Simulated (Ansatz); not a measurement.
# C₂H₅NOS: up Jacob's ladder to CCSD(T)

Aim: compute C₂H₅NOS with functionals from several rungs and with coupled cluster. The yardstick is the atomisation energy at the CCSD(T) limit.

Method: functionals in def2-TZVPP, the program's frozen cores in correlated methods; program: Ansatz 0.2.0, Gaussian basis.

Levels to be run: LDA (SPW92), PBE-D4, revPBE-D4, BLYP-D4, r2SCAN-D4, B97M-V, PBE0-D4, B3LYP-D4, r2SCANh-D4, r2SCAN0-D4, HSE06-D4, BHLYP-D4, CAM-B3LYP-D4, LC-ωPBE, ωB97X-V, ωB97M-V, B2PLYP, PBE-QIDH; CCSD(T)/def2-SVP; CCSD(T)/def2-TZVPP; MP2/def2-QZVPP; extrapolation to the limit; RPA on PBE.

## 1. Structure used throughout

The geometry comes from an earlier relaxation with PBE0-D4 in a triple-zeta def2 set; it is a stationary point, not always the lowest conformer.

10 atoms, charge 0, spin multiplicity 1.

Atoms are counted from 1 here; the program's logs count them from 0.

Bond lengths: N1–C2 1.258 Å, N1–H6 1.019 Å, C2–S3 1.768 Å, C2–H7 1.093 Å, S3–C4 1.807 Å, C4–O5 1.397 Å, C4–H8 1.096 Å, C4–H9 1.092 Å, O5–H10 0.962 Å. Angles: C2–N1–H6 113.0°, N1–C2–S3 130.4°, N1–C2–H7 119.5°, S3–C2–H7 110.1°, C2–S3–C4 101.3°, S3–C4–O5 115.2°, S3–C4–H8 104.5°, S3–C4–H9 108.6°, O5–C4–H8 112.9°, O5–C4–H9 106.8°, H8–C4–H9 108.5°, C4–O5–H10 108.8°.

Geometry (Å):

```mol
C2H5NOS
  3D, bonds by distance, orders not assigned

 10  9  0  0  0  0  0  0  0  0999 V2000
    1.0915    1.4883    0.5904 N   0  0
    1.5363    0.3125    0.5416 C   0  0
    0.7354   -1.1973    0.0893 S   0  0
   -0.9838   -0.6585   -0.0467 C   0  0
   -1.2498    0.2217   -1.0980 O   0  0
    0.1264    1.5627    0.2706 H   0  0
    2.5771    0.1198    0.8123 H   0  0
   -1.5592   -1.5885   -0.1143 H   0  0
   -1.2623   -0.1441    0.8748 H   0  0
   -0.9284   -0.1676   -1.9171 H   0  0
  1  2  8  0
  2  3  8  0
  3  4  8  0
  4  5  8  0
  1  6  8  0
  2  7  8  0
  4  8  8  0
  4  9  8  0
  5 10  8  0
M  END
```

## 2. LDA

This LDA is Slater exchange with PW92 correlation.

Input file in.yaml:

```yaml
crystal:
  periodic: [false, false, false]
  atoms:
    - {symbol: N, position_ang: [1.091466, 1.488280, 0.590379]}
    - {symbol: C, position_ang: [1.536288, 0.312494, 0.541553]}
    - {symbol: S, position_ang: [0.735356, -1.197298, 0.089331]}
    - {symbol: C, position_ang: [-0.983803, -0.658531, -0.046699]}
    - {symbol: O, position_ang: [-1.249816, 0.221734, -1.098008]}
    - {symbol: H, position_ang: [0.126391, 1.562692, 0.270568]}
    - {symbol: H, position_ang: [2.577106, 0.119780, 0.812269]}
    - {symbol: H, position_ang: [-1.559152, -1.588539, -0.114274]}
    - {symbol: H, position_ang: [-1.262332, -0.144119, 0.874828]}
    - {symbol: H, position_ang: [-0.928404, -0.167591, -1.917147]}
basis:
  gaussian: {orbitals: def2-TZVPP}
hamiltonian: {xc: lda}
output: {orbitals: {seedname: orbitals}}
```

After this run come: PBE-D4 (GGA); revPBE-D4 (GGA); BLYP-D4 (GGA); r2SCAN-D4 (meta-GGA); B97M-V (meta-GGA); PBE0-D4 (hybrid); B3LYP-D4 (hybrid); r2SCANh-D4 (hybrid); r2SCAN0-D4 (hybrid); HSE06-D4 (hybrid); BHLYP-D4 (hybrid); CAM-B3LYP-D4 (range-separated); LC-ωPBE (range-separated); ωB97X-V (range-separated); ωB97M-V (range-separated); B2PLYP (double hybrid); PBE-QIDH (double hybrid); CCSD(T) in def2-SVP; CCSD(T) in def2-TZVPP; MP2 in def2-QZVPP; RPA on PBE orbitals.

Before running them: what should the planned runs give, taken together? Wanted: atomisation energy, CCSD(T)/CBS; farthest beyond LDA; mean size of error, GGA; mean size of error, meta-GGA; mean size of error, hybrid; mean size of error, range-separated; mean size of error, double hybrid; gap, smallest and largest; T1 diagnostic.

As calculated:

| quantity | value |
| --- | --- |
| atomisation energy, CCSD(T)/CBS | 3752.9 kJ/mol |
| functionals within 18.8 kJ/mol (0.5 %) | r2SCAN-D4, B97M-V, B3LYP-D4, CAM-B3LYP-D4, ωB97X-V |
| farthest beyond LDA | BHLYP-D4 (-164.8 kJ/mol) |
| mean size of error, GGA | 78.7 kJ/mol |
| mean size of error, meta-GGA | 14.1 kJ/mol |
| mean size of error, hybrid | 56.4 kJ/mol |
| mean size of error, range-separated | 17.6 kJ/mol |
| mean size of error, double hybrid | 37.3 kJ/mol |
| gap, smallest and largest | 4.55 eV (LDA (SPW92)), 11.93 eV (LC-ωPBE) |
| T1 diagnostic | 0.0136 |
| triples share of the correlation energy | 4.4 % |

In words: The LDA atomisation energy is off by 678.6 kJ/mol (18 %): it overbinds. PBE-D4 misses by +152.3 kJ/mol. Double hybrids carry the basis error of their MP2 part in triple zeta, and no dispersion term here, so their miss is partly the set-up's. The rungs meta-GGA, range-separated miss on average by less than the doubt on the reference (18.8 kJ/mol), so they tie; GGA functionals have the largest mean beyond LDA (78.7 kJ/mol). The reference freezes the cores and leaves out relativity and excitations past (T), so misses under about 18.8 kJ/mol can't be ranked. Hartree-Fock recovers 66 % of the binding; the rest is correlation. CCSD(T) in def2-SVP is off by -248.5 kJ/mol, which most functionals beat. The gap grows from 4.5 to 11.9 eV across the functionals, mostly with the share of exact exchange.
